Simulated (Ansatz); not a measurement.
Input for Ansatz (a quantum-chemistry and plane-wave program): R-RI-MP2/aug-cc-pVDZ on C5H10 (SMILES C1CCCC1) with ghost functions. Files ending in .json are basis or fitting sets from the Basis Set Exchange.

Ansatz 0.2 input:
```yaml
crystal:
  periodic: [false, false, false]
  atoms:
    - {symbol: C, position_ang: [0.79282258, -1.03299515, -3.00808040]}
    - {symbol: H, position_ang: [0.84646458, -1.13299415, -4.09383140]}
    - {symbol: H, position_ang: [1.48431058, -1.75511215, -2.57609740]}
    - {symbol: C, position_ang: [1.10979558, 0.41400985, -2.59615540]}
    - {symbol: H, position_ang: [1.83105058, 0.87920185, -3.26536440]}
    - {symbol: H, position_ang: [1.54847858, 0.42888185, -1.59873340]}
    - {symbol: C, position_ang: [-0.25165042, 1.15474685, -2.59284040]}
    - {symbol: H, position_ang: [-0.26516942, 1.98991985, -3.29049440]}
    - {symbol: H, position_ang: [-0.45589542, 1.56605285, -1.60483340]}
    - {symbol: C, position_ang: [-1.30580542, 0.09286885, -2.95650840]}
    - {symbol: H, position_ang: [-1.48065242, 0.09429985, -4.03382240]}
    - {symbol: H, position_ang: [-2.26382542, 0.26709785, -2.46865940]}
    - {symbol: C, position_ang: [-0.65397142, -1.23101115, -2.55951040]}
    - {symbol: H, position_ang: [-1.13153042, -2.09857015, -3.01282440]}
    - {symbol: H, position_ang: [-0.69311042, -1.35622615, -1.47559740]}
basis:
  gaussian:
    orbitals: aug-cc-pVDZ
    fitting: {mean_field: def2-universal-JKFIT, correlation: aug-cc-pVDZ-RIFIT.json}
    ghost_atoms:
      - {symbol: C, position_ang: [0.05936658, 0.11561485, 2.66464360]}
      - {symbol: C, position_ang: [-0.03697742, -0.03647115, 4.18028360]}
      - {symbol: H, position_ang: [0.95556858, -0.05193715, 4.63264160]}
      - {symbol: H, position_ang: [-0.59590242, 0.79141385, 4.61871860]}
      - {symbol: H, position_ang: [-0.54414242, -0.96513715, 4.44563360]}
      - {symbol: C, position_ang: [0.77341958, 1.42251985, 2.32901860]}
      - {symbol: H, position_ang: [0.85493958, 1.55601885, 1.24933660]}
      - {symbol: H, position_ang: [0.22994758, 2.27720885, 2.73451960]}
      - {symbol: H, position_ang: [1.78102458, 1.43317085, 2.74725160]}
      - {symbol: C, position_ang: [-1.34564542, 0.13543985, 2.06732360]}
      - {symbol: H, position_ang: [-1.30871342, 0.25262985, 0.98347460]}
      - {symbol: H, position_ang: [-1.92794442, 0.96286285, 2.47566960]}
      - {symbol: H, position_ang: [-1.87554842, -0.79234715, 2.28865360]}
      - {symbol: C, position_ang: [0.84726658, -1.05787015, 2.08730560]}
      - {symbol: H, position_ang: [0.35204558, -2.00486115, 2.30754860]}
      - {symbol: H, position_ang: [0.94210958, -0.97068715, 1.00417060]}
      - {symbol: H, position_ang: [1.85198458, -1.09527415, 2.51105360]}
magnetization: {spin_polarized: false}
correlation: {method: mp2, electrons: outside_noble_gas}
scf: {lower_state_search: off}
```

It printed:

```
WARN ansatz: RAYON_NUM_THREADS=4 ignored (pool sized by the plan → 4); use --threads N
Functional definition: HF
these checks for a lower state are left out or cut short: stability, starts, cluster_reference, orbital_swaps, neighbouring_geometries, increment
integrals: 1.16 GiB planned
1146 factors; integrals over basis functions are off by at most 2.3e-1 eV
mean field: 1.74 GiB planned
mean field evaluation 1: about -5305.6242 eV, gradient 4.5e1 eV
mean field evaluation 2: about -5309.7927 eV, gradient 2.4e1 eV
mean field evaluation 4: about -5311.2209 eV, gradient 4.8e-1 eV
mean field -5311.22245847 eV, -195.1838252730 hartree, gradient 9.3e-7 eV, S^2 0.000000; 0 other end points of the search recorded, 0 dependent functions left out
5 core orbitals not correlated
1226 factors; their error is unknown
reference -5311.22245847 eV, -195.1838252730 hartree; 15, 15 occupied and 408, 408 virtual orbitals, 1226 factors
second order -20.09974151 eV of doubles, -0.00000000 eV of singles
Total energy: -5331.32219999 eV, -195.9224771496 hartree
Checks for a lower state left out: stability, starts, cluster_reference, orbital_swaps, neighbouring_geometries, increment
```

Self-consistency was reached.

Cost: very roughly 9 core-seconds.
